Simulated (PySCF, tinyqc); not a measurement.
RHF in the sto-6g basis, for LiH, spin multiplicity 1, step by step. The lowest restricted solution is unstable here: a spin-polarised one lies 0.0231 hartree lower (PySCF). One step of it, computed by the program tinyqc.

Problem. Iteration 2: building the Fock matrix. J_ij = sum D_kl (ij|kl), K_ij = sum D_kl (ik|jl); F = H + J - 0.5 K; E = tr D H + tr D J / 2 - 0.25 tr D K + E_nn.

D after iteration 1:
```
            1Li 1s     1Li 2s    1Li 2px    1Li 2py    1Li 2pz      2H 1s
1Li 1s    2.040650  -0.177938   0.000033  -0.037674  -0.036819   0.260844
1Li 2s   -0.177938   0.681360  -0.416174   0.088857   0.175167  -1.059842
1Li 2px   0.000033  -0.416174   0.260118  -0.053485  -0.107478   0.648219
1Li 2py  -0.037674   0.088857  -0.053485   0.011693   0.022779  -0.138100
1Li 2pz  -0.036819   0.175167  -0.107478   0.022779   0.045073  -0.272540
2H 1s     0.260844  -1.059842   0.648219  -0.138100  -0.272540   1.648692
```

core Hamiltonian H = T + V (hartree):
```
            1Li 1s     1Li 2s    1Li 2px    1Li 2py    1Li 2pz      2H 1s
1Li 1s   -4.665953  -0.989899   0.000000   0.000000  -0.007231  -0.044138
1Li 2s   -0.989899  -1.304257   0.000000   0.000000  -0.075152  -0.299175
1Li 2px   0.000000   0.000000  -1.072678   0.000000   0.000000   0.000000
1Li 2py   0.000000   0.000000   0.000000  -1.072678   0.000000   0.000000
1Li 2pz  -0.007231  -0.075152   0.000000   0.000000  -1.126811  -0.424545
2H 1s    -0.044138  -0.299175   0.000000   0.000000  -0.424545  -1.117647
```

Two-electron integrals (ij|kl) in chemists' order, unique and non-zero (hartree):
```
(11|11) 1.681247   (21|11) 0.242603   (21|21) 0.044507   (22|11) 0.397190
(22|21) 0.090279   (22|22) 0.290625   (31|31) 0.009437   (32|31) 0.014261
(32|32) 0.064236   (33|11) 0.397190   (33|21) 0.090279   (33|22) 0.290625
(33|33) 0.313125   (41|41) 0.009437   (42|41) 0.014261   (42|42) 0.064236
(43|43) 0.016875   (44|11) 0.397190   (44|21) 0.090279   (44|22) 0.290625
(44|33) 0.279374   (44|44) 0.313125   (51|51) 0.009437   (52|51) 0.014261
(52|52) 0.064236   (53|53) 0.016875   (54|54) 0.016875   (55|11) 0.397190
(55|21) 0.090279   (55|22) 0.290625   (55|33) 0.279374   (55|44) 0.279374
(55|55) 0.313125   (61|11) 0.010251   (61|21) 0.001861   (61|22) 0.003888
(61|33) 0.003831   (61|44) 0.003831   (61|51) 0.000250   (61|52) 0.000538
(61|55) 0.004003   (61|61) 0.000086   (62|11) 0.056880   (62|21) 0.013274
(62|22) 0.049997   (62|33) 0.047081   (62|44) 0.047081   (62|51) 0.002036
(62|52) 0.015597   (62|55) 0.055830   (62|61) 0.000692   (62|62) 0.019036
(63|31) 0.000703   (63|32) 0.004053   (63|53) 0.001874   (63|63) 0.000839
(64|41) 0.000703   (64|42) 0.004053   (64|54) 0.001874   (64|64) 0.000839
(65|11) 0.079861   (65|21) 0.018732   (65|22) 0.072132   (65|33) 0.067272
(65|44) 0.067272   (65|51) 0.003180   (65|52) 0.024410   (65|55) 0.081850
(65|61) 0.000998   (65|62) 0.029416   (65|65) 0.045665   (66|11) 0.215529
(66|21) 0.050798   (66|22) 0.208602   (66|33) 0.192508   (66|44) 0.192508
(66|51) 0.007208   (66|52) 0.071571   (66|55) 0.240793   (66|61) 0.002674
(66|62) 0.108395   (66|65) 0.171436   (66|66) 0.774999
```

nuclear repulsion = 0.64665240 hartree

Give: Coulomb J; exchange K; Fock matrix F; total energy of this density.

Solution.

Coulomb J (hartree):
```
         1Li 1s  1Li 2s  1Li 2px  1Li 2py  1Li 2pz   2H 1s
1Li 1s    3.938   0.616   -0.011    0.002    0.010   0.027
1Li 2s    0.616   1.269   -0.048    0.009    0.093   0.289
1Li 2px  -0.011  -0.048    1.257   -0.002   -0.001  -0.003
1Li 2py   0.002   0.009   -0.002    1.248    0.000   0.001
1Li 2pz   0.010   0.093   -0.001    0.000    1.303   0.432
2H 1s     0.027   0.289   -0.003    0.001    0.432   1.608
```

exchange K (hartree):
```
         1Li 1s  1Li 2s  1Li 2px  1Li 2py  1Li 2pz   2H 1s
1Li 1s    3.379   0.480   -0.041   -0.007    0.004   0.024
1Li 2s    0.480   0.201   -0.115    0.021   -0.003  -0.025
1Li 2px  -0.041  -0.115    0.132   -0.016    0.013   0.097
1Li 2py  -0.007   0.021   -0.016    0.059   -0.003  -0.021
1Li 2pz   0.004  -0.003    0.013   -0.003    0.057   0.128
2H 1s     0.024  -0.025    0.097   -0.021    0.128   0.981
```

Fock matrix F (hartree):
```
         1Li 1s  1Li 2s  1Li 2px  1Li 2py  1Li 2pz   2H 1s
1Li 1s   -2.418  -0.614    0.009    0.005    0.001  -0.030
1Li 2s   -0.614  -0.136    0.009   -0.001    0.020   0.002
1Li 2px   0.009   0.009    0.118    0.006   -0.008  -0.051
1Li 2py   0.005  -0.001    0.006    0.146    0.002   0.011
1Li 2pz   0.001   0.020   -0.008    0.002    0.147  -0.057
2H 1s    -0.030   0.002   -0.051    0.011   -0.057  -0.001
```

total energy of this density = -7.48068 hartree
